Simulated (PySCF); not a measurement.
**Atomic charges by several schemes**

Compound: 1,3-propanediol, C₃H₈O₂.
Cartesian coordinates in Å at the GFN2-xTB level; atoms count from 1:
```
atom  x, y, z in Å
O1    -1.4098    1.2616    0.2759
C2    -1.2960    0.0463   -0.4168
C3     0.1525   -0.2932   -0.7869
C4     1.0094   -0.5618    0.4526
O5     1.1108    0.5578    1.3084
H6    -0.8042    1.2179    1.0318
H7    -1.7191   -0.7781    0.1777
H8    -1.8955    0.1587   -1.3239
H9     0.5777    0.5407   -1.3514
H10    0.1635   -1.1798   -1.4210
H11    0.5550   -1.3475    1.0613
H12    2.0097   -0.8976    0.1453
H13    1.5416    1.2753    0.8292
```

Density: PBE0/pcSseg-1 (PySCF); schemes: Mulliken, IAO, Hirshfeld and ESP-fitted. Geometry: GFN2-xTB, one conformer, isolated molecule.

Q: What partial charge does each atom carry?

A: In e:

```csv
atom,environment,Mulliken,IAO,Hirshfeld,ESP-fitted
O1,alcohol oxygen,-0.469,-0.564,-0.248,-0.686
C2,carbinol carbon (C–OH),+0.075,-0.042,-0.001,+0.358
C3,chain CH2 carbon,-0.312,-0.298,-0.085,-0.260
C4,carbinol carbon (C–OH),+0.044,-0.052,+0.005,+0.265
O5,alcohol oxygen,-0.469,-0.537,-0.204,-0.656
H6,hydroxyl hydrogen,+0.227,+0.342,+0.127,+0.421
H7,methylene hydrogen,+0.091,+0.110,+0.029,-0.037
H8,methylene hydrogen,+0.115,+0.145,+0.043,+0.022
H9,methylene hydrogen,+0.115,+0.133,+0.035,+0.080
H10,methylene hydrogen,+0.116,+0.142,+0.047,+0.035
H11,methylene hydrogen,+0.120,+0.146,+0.045,+0.056
H12,methylene hydrogen,+0.112,+0.125,+0.037,-0.006
H13,hydroxyl hydrogen,+0.234,+0.351,+0.171,+0.409
```

Mean size of the charges over all atoms: ESP-fitted 0.253 e, IAO 0.230 e, Mulliken 0.192 e, Hirshfeld 0.083 e. Each set sums to the total charge, 0, to within 0.001 e. The ESP scheme is a least-squares fit of atom-centred charges to the potential on four shells outside the van der Waals surface, with the total charge fixed.

Lowest charge. All schemes pick atoms of one kind: Mulliken O1 and O5 (-0.469); IAO O1 (-0.564); Hirshfeld O1 (-0.248); ESP-fitted O1 (-0.686).

Highest charge. All schemes pick atoms of one kind: Mulliken H13 (+0.234); IAO H13 (+0.351); Hirshfeld H13 (+0.171); ESP-fitted H6 (+0.421).

Q: Sum the charges by element.

A: 
```tsv
element	atoms	Mulliken	IAO	Hirshfeld	ESP-fitted
O	2	-0.938	-1.101	-0.453	-1.342
C	3	-0.192	-0.392	-0.082	+0.363
H	8	+1.130	+1.493	+0.534	+0.979
```

Q: How many electrons does the IAO scheme count on C3?

A: Z − q = 6 − (-0.298) = 6.298.

Q: How closely do the schemes follow one another over all atoms?

A: Correlation coefficient and root-mean-square difference: IAO with Hirshfeld 0.99, 0.174 e; Mulliken with IAO 0.98, 0.072 e; Mulliken with Hirshfeld 0.96, 0.131 e; Mulliken with ESP-fitted 0.91, 0.160 e; Hirshfeld with ESP-fitted 0.91, 0.244 e; IAO with ESP-fitted 0.87, 0.170 e.
